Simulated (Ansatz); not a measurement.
Born–Oppenheimer molecular dynamics of CH6OSi (9 atoms, charge 0, multiplicity 1). It starts from a relaxed structure.

All numbers below come from Ansatz 0.2.0, RHF/cc-pVDZ.

```json
{
 "ensemble": "NVT, Nosé–Hoover chain",
 "time step": "0.25 fs",
 "steps asked": "100",
 "set temperature": "300 K",
 "thermostat": "time constant 20 fs, chain length 3",
 "seed": "850696"
}
```

Frames 0.25 fs apart, positions in Å, forces in eV/Å.

Velocities at 20.0 fs (Å/ps):

```
Si 1.39 0.58 -0.94
C 1.39 2.21 1.96
H 14.67 2.72 -15.43
H -25.77 -13.43 6.78
H -10.43 -15.89 -13.00
H 9.79 12.22 3.30
O -3.69 -2.48 1.67
H 35.07 9.64 -7.95
H -20.01 1.71 2.56
```

```xyz
9
Properties=species:S:1:pos:R:3:forces:R:3 time_fs=20.0 energy_less_start_eV=0.107 T=260
Si 0.033 -0.031 -0.033 -0.56 0.51 0.34
C -0.036 0.016 1.841 0.19 0.39 1.23
H -1.045 0.184 2.276 0.49 -0.22 -0.39
H 0.397 -0.878 2.319 -0.24 0.03 -0.24
H 0.606 0.853 2.209 -0.50 -0.40 -0.42
H 1.418 0.298 -0.378 0.29 -0.23 -0.40
O -0.871 1.236 -0.658 -0.91 0.06 -0.15
H -1.832 1.215 -0.630 1.02 -0.09 0.02
H -0.486 -1.312 -0.584 0.21 -0.06 0.00
9
Properties=species:S:1:pos:R:3:forces:R:3 time_fs=20.2 energy_less_start_eV=0.094 T=278
Si 0.033 -0.031 -0.034 -0.54 0.51 0.34
C -0.035 0.016 1.841 0.20 0.18 1.10
H -1.041 0.185 2.272 0.34 -0.18 -0.33
H 0.390 -0.881 2.320 -0.22 0.07 -0.26
H 0.603 0.849 2.206 -0.37 -0.26 -0.33
H 1.421 0.301 -0.377 0.24 -0.24 -0.39
O -0.872 1.236 -0.658 -0.34 0.08 -0.16
H -1.823 1.218 -0.631 0.46 -0.11 0.04
H -0.491 -1.312 -0.583 0.23 -0.04 0.00
9
Properties=species:S:1:pos:R:3:forces:R:3 time_fs=20.5 energy_less_start_eV=0.088 T=288
Si 0.033 -0.031 -0.034 -0.52 0.50 0.35
C -0.035 0.017 1.842 0.21 -0.04 0.95
H -1.037 0.186 2.267 0.18 -0.14 -0.27
H 0.383 -0.884 2.322 -0.20 0.11 -0.28
H 0.600 0.845 2.202 -0.24 -0.11 -0.24
H 1.423 0.304 -0.377 0.19 -0.26 -0.39
O -0.873 1.235 -0.658 0.30 0.09 -0.18
H -1.813 1.220 -0.633 -0.17 -0.12 0.05
H -0.496 -1.312 -0.583 0.26 -0.02 0.00
9
Properties=species:S:1:pos:R:3:forces:R:3 time_fs=20.8 energy_less_start_eV=0.092 T=287
Si 0.034 -0.031 -0.034 -0.50 0.49 0.35
C -0.035 0.018 1.843 0.21 -0.27 0.78
H -1.033 0.186 2.263 0.01 -0.10 -0.20
H 0.377 -0.888 2.323 -0.18 0.14 -0.29
H 0.597 0.841 2.198 -0.09 0.06 -0.14
H 1.426 0.306 -0.376 0.13 -0.28 -0.38
O -0.874 1.235 -0.657 0.98 0.10 -0.19
H -1.804 1.222 -0.635 -0.84 -0.13 0.07
H -0.501 -1.311 -0.582 0.28 -0.01 0.01
9
Properties=species:S:1:pos:R:3:forces:R:3 time_fs=21.0 energy_less_start_eV=0.105 T=275
Si 0.034 -0.031 -0.034 -0.47 0.49 0.35
C -0.034 0.018 1.843 0.21 -0.52 0.60
H -1.029 0.186 2.258 -0.18 -0.06 -0.13
H 0.369 -0.891 2.324 -0.16 0.18 -0.30
H 0.594 0.836 2.194 0.07 0.23 -0.04
H 1.429 0.309 -0.376 0.07 -0.30 -0.37
O -0.875 1.234 -0.657 1.67 0.11 -0.20
H -1.795 1.224 -0.637 -1.52 -0.14 0.08
H -0.506 -1.311 -0.582 0.30 0.01 0.01
9
Properties=species:S:1:pos:R:3:forces:R:3 time_fs=21.2 energy_less_start_eV=0.127 T=254
Si 0.034 -0.030 -0.034 -0.45 0.48 0.35
C -0.034 0.019 1.844 0.21 -0.76 0.42
H -1.025 0.187 2.254 -0.36 -0.01 -0.06
H 0.362 -0.894 2.325 -0.13 0.20 -0.31
H 0.590 0.832 2.190 0.23 0.41 0.06
H 1.432 0.311 -0.377 0.01 -0.32 -0.37
O -0.875 1.233 -0.656 2.34 0.12 -0.20
H -1.787 1.226 -0.639 -2.18 -0.14 0.09
H -0.510 -1.310 -0.581 0.33 0.03 0.01
9
Properties=species:S:1:pos:R:3:forces:R:3 time_fs=21.5 energy_less_start_eV=0.154 T=227
Si 0.035 -0.030 -0.035 -0.42 0.47 0.35
C -0.033 0.019 1.845 0.21 -1.00 0.23
H -1.021 0.187 2.249 -0.55 0.03 0.02
H 0.355 -0.897 2.326 -0.10 0.23 -0.31
H 0.587 0.828 2.187 0.40 0.58 0.17
H 1.435 0.314 -0.377 -0.05 -0.34 -0.36
O -0.876 1.233 -0.656 2.94 0.12 -0.21
H -1.780 1.229 -0.641 -2.78 -0.14 0.09
H -0.514 -1.310 -0.580 0.35 0.04 0.02
9
Properties=species:S:1:pos:R:3:forces:R:3 time_fs=21.8 energy_less_start_eV=0.182 T=199
Si 0.035 -0.030 -0.035 -0.39 0.46 0.35
C -0.033 0.020 1.845 0.20 -1.23 0.05
H -1.017 0.187 2.244 -0.73 0.08 0.09
H 0.348 -0.900 2.327 -0.06 0.25 -0.31
H 0.584 0.824 2.183 0.56 0.76 0.27
H 1.438 0.316 -0.378 -0.10 -0.36 -0.35
O -0.877 1.232 -0.656 3.42 0.13 -0.21
H -1.775 1.231 -0.643 -3.25 -0.14 0.10
H -0.518 -1.310 -0.579 0.37 0.05 0.02
9
Properties=species:S:1:pos:R:3:forces:R:3 time_fs=22.0 energy_less_start_eV=0.208 T=173
Si 0.035 -0.030 -0.035 -0.36 0.45 0.35
C -0.033 0.020 1.846 0.18 -1.44 -0.13
H -1.014 0.188 2.240 -0.90 0.12 0.15
H 0.340 -0.903 2.327 -0.03 0.26 -0.30
H 0.582 0.821 2.179 0.70 0.92 0.37
H 1.441 0.318 -0.379 -0.16 -0.37 -0.34
O -0.877 1.232 -0.655 3.75 0.13 -0.21
H -1.772 1.233 -0.645 -3.57 -0.13 0.09
H -0.522 -1.309 -0.579 0.39 0.06 0.02
9
Properties=species:S:1:pos:R:3:forces:R:3 time_fs=22.2 energy_less_start_eV=0.226 T=154
Si 0.035 -0.030 -0.035 -0.33 0.43 0.35
C -0.032 0.020 1.847 0.16 -1.63 -0.30
H -1.011 0.188 2.235 -1.05 0.17 0.21
H 0.333 -0.905 2.327 0.01 0.27 -0.29
H 0.580 0.818 2.175 0.84 1.06 0.45
H 1.444 0.319 -0.380 -0.21 -0.39 -0.33
O -0.878 1.231 -0.655 3.88 0.14 -0.21
H -1.771 1.234 -0.646 -3.70 -0.13 0.09
H -0.526 -1.309 -0.578 0.40 0.07 0.02
9
Properties=species:S:1:pos:R:3:forces:R:3 time_fs=22.5 energy_less_start_eV=0.236 T=144
Si 0.036 -0.029 -0.035 -0.31 0.42 0.36
C -0.032 0.021 1.848 0.14 -1.78 -0.45
H -1.009 0.189 2.231 -1.18 0.21 0.25
H 0.325 -0.908 2.327 0.05 0.27 -0.28
H 0.578 0.816 2.172 0.95 1.18 0.53
H 1.447 0.321 -0.381 -0.26 -0.40 -0.32
O -0.878 1.230 -0.654 3.81 0.16 -0.20
H -1.772 1.236 -0.648 -3.63 -0.13 0.08
H -0.529 -1.308 -0.577 0.42 0.08 0.03
9
Properties=species:S:1:pos:R:3:forces:R:3 time_fs=22.8 energy_less_start_eV=0.237 T=145
Si 0.036 -0.029 -0.035 -0.28 0.40 0.36
C -0.031 0.021 1.848 0.12 -1.89 -0.59
H -1.008 0.190 2.226 -1.28 0.24 0.29
H 0.318 -0.910 2.327 0.09 0.27 -0.26
H 0.577 0.815 2.169 1.04 1.27 0.60
H 1.449 0.322 -0.382 -0.31 -0.42 -0.30
O -0.878 1.230 -0.654 3.54 0.18 -0.21
H -1.775 1.238 -0.650 -3.35 -0.13 0.08
H -0.532 -1.308 -0.577 0.43 0.09 0.03
```

Of the whole run (25 fs, mean temperature of the second half 195 K): The conserved energy stayed within 0.14 meV per atom of its start (net change 0.066 meV per atom), so the integration is sound. The mean temperature of the second half is 35 % below the set value. A run of 0.025 ps of so small a system gives no equilibrium averages.

Run time: 110 s on 1 thread of Arm Neoverse V1, on a shared host, peak memory 0.12 GiB.
